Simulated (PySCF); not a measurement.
One entry of a table of gas-phase calculations, keyed by method. Lists by class give the value and the number of equivalent atoms.

```json
{
 "formula": "C5H10S",
 "smiles": "CC[C@@H]1CCS1",
 "charge": 0,
 "multiplicity": 1,
 "geometry_level": "GFN2-xTB",
 "atoms_angstrom": [
  ["C", -2.172, 0.173, -0.288],
  ["C", -1.044, -0.841, -0.131],
  ["C", 0.179, -0.217, 0.511],
  ["C", 1.013, 0.735, -0.356],
  ["C", 2.368, 0.089, -0.072],
  ["S", 1.602, -1.375, 0.72],
  ["H", -3.041, -0.299, -0.74],
  ["H", -2.464, 0.572, 0.681],
  ["H", -1.862, 1.001, -0.922],
  ["H", -1.38, -1.673, 0.491],
  ["H", -0.769, -1.247, -1.108],
  ["H", -0.072, 0.208, 1.485],
  ["H", 0.947, 1.783, -0.067],
  ["H", 0.742, 0.644, -1.407],
  ["H", 2.964, -0.174, -0.943],
  ["H", 2.98, 0.629, 0.648]
 ],
 "electronic_structure_code": "PySCF",
 "results": {
  "GFN2-xTB geometry": {
   "point_group": "C1",
   "rotational_constants_GHz": [5.815, 1.894, 1.538]
  },
  "CAM-B3LYP/def2-SVPD ground state and vertical TDDFT (core frozen in the response)": {
   "dipole_D": 2.04,
   "homo_eV": -7.57,
   "lumo_eV": 0.89,
   "S1_eV": 4.54,
   "strongest_line_of_8_singlets_eV": 6.95,
   "T1_tda_eV": 4.09,
   "polarisability_au": 78.2,
   "r2_bohr2_about_centre_of_nuclear_charge": 832.4,
   "singlets_eV_and_f": [
    [4.54, 0.0],
    [6.03, 0.037],
    [6.28, 0.007],
    [6.62, 0.033],
    [6.95, 0.054],
    [7.11, 0.001],
    [7.6, 0.009],
    [7.62, 0.004]
   ],
   "triplets_tda_eV": [4.09, 5.65, 5.94]
  },
  "PBE0/pcSseg-1 ground state and GIAO shieldings, non-relativistic": {
   "shift_vs_computed_TMS_C_by_class_ppm": [
    [46.9, 1],
    [39.2, 1],
    [33.1, 1],
    [24.7, 1],
    [12.4, 1]
   ],
   "shift_vs_computed_TMS_H_by_class_ppm": [
    [3.7, 1],
    [3.44, 1],
    [2.83, 1],
    [2.62, 1],
    [2.44, 1],
    [1.61, 1],
    [1.6, 1],
    [0.83, 3]
   ],
   "shielding_other_nuclei_by_class_ppm": [
    ["S", 472.8, 1]
   ],
   "charges_hirshfeld_e_by_atom": [-0.12, -0.07, -0.02, -0.07, -0.07, -0.04, 0.04, 0.04, 0.04, 0.04, 0.03, 0.03, 0.04, 0.04, 0.04, 0.04]
  }
 }
}
```

The rotational constants make it an asymmetric top with κ = (2B − A − C)/(A − C) = -0.83, nearer the prolate limit (−1).

 NMR classes are plain means over equivalent atoms (diastereotopic ones count apart unless rotation or inversion swaps them), as if these changed places fast; in this geometry the members of some classes differ.

Shape of the structure used: `[CH3:1][CH2:2][C@@H:3]1[CH2:4][CH2:5][S:6]1`: C1–C2–C3–C4 -73°.

One conformer stands for the species.
